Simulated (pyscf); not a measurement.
Optimised with ωB97X-D3(BJ)/def2-SVP in PySCF.

Task: HO–In(OH)–SH (SMILES [OH][In]([OH])[SH]) + H₂O (SMILES O) -> HO–In(OH)–OH (SMILES [OH][In]([OH])[OH]) + H₂S (SMILES S)
Surface: singlet. Broken: In–S, H–O. Formed: In–O, H–S. Give ΔE‡ and ΔE from ωB97M-D3(BJ)/def2-TZVP, relative to the separated reactants.

Result: ΔE‡ = 8.3 kcal/mol, ΔE = +16.3 kcal/mol. Zero-point energy shifts the barrier by -0.9 kcal/mol. It is a four-centre exchange, with an imaginary mode of 460i cm⁻¹. On the reactant side the descent ends in an adduct with a In–O contact (not fully relaxed), 17.8 kcal/mol under the separated species and 24.5 kcal/mol under the saddle at ωB97X-D3(BJ)/def2-TZVP. On the product side the descent ends in an adduct with a In–S contact, 16.8 kcal/mol under the separated species and 3.9 kcal/mol under the saddle at ωB97X-D3(BJ)/def2-TZVP. At ωB97M-D3(BJ) the saddle lies under the separated products, which points to a path from their complex (located at ωB97X-D3(BJ) alone), and parting the products costs more than the saddle. What is counted as formed (In–O) is already present as a longer contact in the reactant adduct; forming that adduct is a step of its own. What is counted as broken (In–S) persists as a longer contact in the product adduct; parting that adduct is a step of its own. One saddle was located; it need not be the lowest between these sides. Elements past Kr carry the def2 core potentials, without spin-orbit coupling.
